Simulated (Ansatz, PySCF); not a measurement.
Species: C$_{3}$H$_{3}$, net charge -1, singlet state. It need not be the lowest isomer of its formula. Whether it binds its extra electron was not tested at this geometry. 
Coordinates optimised at B3LYP-D3(BJ)/def2-TZVP (Ansatz, a first-principles code):
SMILES: [CH-]=C=C
```xyz
6

C      0.0000    -0.0088     0.1143
C      0.0006     0.0700     1.3868
C     -0.0002     0.0493    -1.2337
H     -0.0024    -0.8283     2.0070
H      0.9234     0.0793    -1.8058
H     -0.9238     0.0859    -1.8053
```
Charge -1, spin multiplicity 1.

Total electronic energies in hartree. Cores are frozen in the correlated levels unless marked. Spin-orbit coupling is left out. Non-relativistic. CBS marks a two-point X^-3 extrapolation of the correlation energy; Hartree-Fock from the larger set. [CCSD(T)-MP2]/basis is that difference in the basis named.

| level | program | energy (Eh) |
|---|---|---|
| HF/6-31G | Ansatz | -115.16177 |
| HF/aug-cc-pVDZ | Ansatz | -115.24483 |
| HF/cc-pVTZ | Ansatz | -115.26441 |
| HF-D4/def2-TZVPD | PySCF + dftd4 | -115.28701 |
| PBE-D3(BJ)/def2-TZVPD | Ansatz + dftd3 | … |
| BHLYP-D4/def2-TZVPD | Ansatz + dftd4 | … |
| CAM-B3LYP-D3(BJ)/def2-TZVPD | Ansatz + dftd3 | … |
| LC-wPBE/def2-TZVPD | Ansatz | -115.97831 |
| wB97X-V/def2-TZVPD | Ansatz | -116.03192 |
| B2PLYP-D4/def2-TZVPD | Ansatz + dftd4 | -115.96936 |
| MP2/aug-cc-pVDZ | Ansatz | -115.66684 |
| RI-MP2/aug-cc-pVTZ | Ansatz | -115.77374 |
| RI-MP2/cc-pVTZ | Ansatz | -115.75444 |
| CCSD/6-31G | Ansatz | -115.45257 |
| RI-MP2/CBS(aug-cc-pVTZ,aug-cc-pVQZ)+[CCSD(T)-MP2]/aug-cc-pVTZ | Ansatz | -115.8700 |

Some entries are withheld; supply them.


- PBE-D3(BJ)/def2-TZVPD, energy (Eh): -115.92415
- BHLYP-D4/def2-TZVPD, energy (Eh): -115.99867
- CAM-B3LYP-D3(BJ)/def2-TZVPD, energy (Eh): -116.00889
